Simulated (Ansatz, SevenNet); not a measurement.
For fcc Pd, the machine-learned potential SevenNet-l3i5 (trained on PBE and PBE+U data) gives:

- equilibrium lattice constant a = 3.955 Å
- elastic constant C11 = 204 GPa
- elastic constant C44 = 80.6 GPa
- polycrystal shear modulus = 53.3 GPa

Question: What does r²SCAN in Ansatz (PAW) give for the same quantities?

Answer: 
- lattice constant a: 3.908 Å (decreases by 1.2 %)
- elastic constant C11: 213 GPa (goes up by 4.4 %)
- elastic constant C44: 60.1 GPa (falls by 25 %)
- Voigt–Reuss–Hill shear modulus: 39.5 GPa (drops by 26 %)

For comparison: lattice constant a 3.876 Å (measured, static lattice: zero-point anharmonic expansion removed; as tabulated in Mejia-Rodriguez and Trickey (2018), arXiv:1807.09216); elastic constant C11 234 GPa (measured, 0 K, extrapolated to 0 K; zero-point effects included; as tabulated in Malica and Corso (2021), arXiv:2109.00459); elastic constant C44 71.2 GPa (measured, 0 K, extrapolated to 0 K; zero-point effects included; as tabulated in Malica and Corso (2021), arXiv:2109.00459).

Changes are worked out from the printed values.

Unless a cell is named, each level is at its own relaxed cell (SevenNet-l3i5 15.46, r²SCAN 14.93 Å³/atom).

The crystal itself was run without spin with r²SCAN; a magnetic state was not tried in these runs.

Ansatz's density-functional and Hartree–Fock values are scalar-relativistic unless marked +SOC, with PAW data made under PBE.

Ansatz is a first-principles code.
